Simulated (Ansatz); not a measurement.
System: cubic perovskite SrTiO₃ (cubic form, which distorts at low temperature). Method: PBE-D4 (PAW; Ansatz, a first-principles code).

Run with plane-wave cutoff 520 eV, 10×10×10 k mesh, Fermi–Dirac smearing 0.01 eV, no spin polarisation, scalar-relativistic PAW data made under PBE.

Response to compression and expansion:

```json
[
 {"V (Å³/atom)": "11.285", "P (GPa)": "12.42", "direct gap at Γ (eV)": "2.294", "smallest gap on the k mesh (eV)": "1.988"},
 {"V (Å³/atom)": "11.525", "P (GPa)": "7.82", "direct gap at Γ (eV)": "2.272", "smallest gap on the k mesh (eV)": "1.950"},
 {"V (Å³/atom)": "11.765", "P (GPa)": "3.70", "direct gap at Γ (eV)": "2.248", "smallest gap on the k mesh (eV)": "1.911"},
 {"V (Å³/atom)": "12.005", "P (GPa)": "0.00", "direct gap at Γ (eV)": "2.222", "smallest gap on the k mesh (eV)": "1.872"},
 {"V (Å³/atom)": "12.246", "P (GPa)": "-3.32", "direct gap at Γ (eV)": "2.195", "smallest gap on the k mesh (eV)": "1.834"},
 {"V (Å³/atom)": "12.486", "P (GPa)": "-6.30", "direct gap at Γ (eV)": "2.166", "smallest gap on the k mesh (eV)": "1.796"},
 {"V (Å³/atom)": "12.726", "P (GPa)": "-8.98", "direct gap at Γ (eV)": "2.136", "smallest gap on the k mesh (eV)": "1.758"}
]
```

The fundamental gap (1.87 eV at the equilibrium volume, with added k points) lies elsewhere than Γ–Γ.

Measured, for comparison: band gap 3.59 eV (zero-point renormalisation of 336 meV (experimental, the table's column) added back here, indirect; inputs from Miglio et al. (2020), arXiv:2011.12765).

Note: the relaxation could not lower the start's symmetry, so the cell can be a saddle point above a distorted one.

Spin–orbit coupling is not included.
